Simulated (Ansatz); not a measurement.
Reaction (SMILES): Cl[O] (O-Cl) → ClO+ (triplet, bonded as [O]Cl) + e-
B3LYP-D3(BJ)/def2-TZVP geometries, fixed; electronic energies without zero-point terms.
Largest species:
```xyz
2

Cl     0.0000     0.0000    -0.5055
O      0.0000     0.0000     1.0742
```
Charge 0, spin multiplicity 2.

The adiabatic ionisation energy at MP2 with Ansatz (a program for electronic structure), in eV, split into its Hartree-Fock and correlation parts. Cores are frozen. Open shells are unrestricted. No added dispersion term, no relativity. Functions are those of the species that has most.

```tsv
basis	X	functions	Hartree-Fock	MP2
cc-pV(D+d)Z	2	37	10.410	10.323
cc-pV(T+d)Z	3	69	10.241	10.554
cc-pV(Q+d)Z	4	119	10.237	10.698
cc-pV(5+d)Z	5	191	10.240	10.759
```

Worked estimate of the basis-set limit from each neighbouring pair, with Hartree-Fock from the larger set and the correlation part extrapolated as X^-3.
Correlation parts: X = 2: -0.087, X = 3: 0.313, X = 4: 0.461, X = 5: 0.519.
- (2,3): (27·(0.313) - 8·(-0.087))/19 = 0.481; with Hartree-Fock 10.241 the estimate is 10.722 eV.
- (3,4): (64·(0.461) - 27·(0.313))/37 = 0.569; with Hartree-Fock 10.237 the estimate is 10.806 eV.
- (4,5): (125·(0.519) - 64·(0.461))/61 = 0.580; with Hartree-Fock 10.240 the estimate is 10.820 eV.
The last two estimates differ by 0.014 eV; the largest set lies 0.061 from the last. Over the last step Hartree-Fock moves by 0.003 and the correlation part by 0.058.
